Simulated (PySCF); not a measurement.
Electron affinity of Al by level of theory

Al⁻ [Ne] 3s2 3p2 (3P) → Al [Ne] 3s2 3p1 (2P), as a difference of total energies. Calculation: PySCF 2.14, in aug-cc-pCVTZ-DK with one added diffuse shell each of s, p, d, f type (9s8p6d4f, 91 functions); the spin-free X2C one-electron Hamiltonian (Gaussian nucleus). Correlated levels: valence and next inner shell: 1s2 frozen. The calculations carry no spin-orbit coupling.

```json
{"method": "UHF", "electron affinity (eV)": "0.012"}
{"method": "MP2 (valence and next inner shell)", "electron affinity (eV)": "0.347"}
{"method": "SCS-MP2 (valence and next inner shell)", "electron affinity (eV)": "0.249"}
{"method": "CCSD (valence and next inner shell)", "electron affinity (eV)": "0.359"}
{"method": "CCSD(T) (valence and next inner shell)", "electron affinity (eV)": "0.407"}
```

Errors of the correlated levels include the incompleteness of this basis and the frozen core.

Q: Which method comes closest to the reference value, and which is furthest?

A: The reference is 0.433 eV (measured; photodetachment measurements, as compiled on the Wikipedia data page of electron affinities). Closest: CCSD(T) (valence and next inner shell) (error -0.026 eV); furthest: UHF (error -0.421 eV).
